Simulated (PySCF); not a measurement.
Species: C3H5, charge 0, multiplicity 2. It need not be the lowest isomer of its formula. SMILES: C(=C)[CH2]
Structure (B3LYP-D3(BJ)/def2-TZVP (Ansatz) minimum search):
```
C
C 1 1.3797
C 1 1.3797 2 124.97
H 2 1.0806 1 121.50 3 180.00
H 3 1.0806 1 121.50 2 -180.00
H 3 1.0830 5 117.52 1 -180.00
H 2 1.0830 4 117.52 1 180.00
H 1 1.0865 2 117.52 4 0.00
```
Charge 0, spin multiplicity 2.

Dispersion corrections to the total energy (kcal/mol) from the dftd3 and dftd4 libraries through PySCF: D3(BJ) without and D4 with the three-body term, each with the damping fitted for the functional named.

```
functional  D3(BJ)     D4
----------  ------  -----
PW6B95         ___  -2.09
PBE0         -2.23  -1.93
HF          -24.62    ___
revPBE       -7.24  -8.83
BLYP         -5.64  -5.43
B2PLYP       -2.01    ___
TPSS         -3.31  -3.19
```

### Question
What belongs in the gaps?

### Answer

- PW6B95, D3(BJ): -1.17
- HF, D4: -9.75
- B2PLYP, D4: -1.63
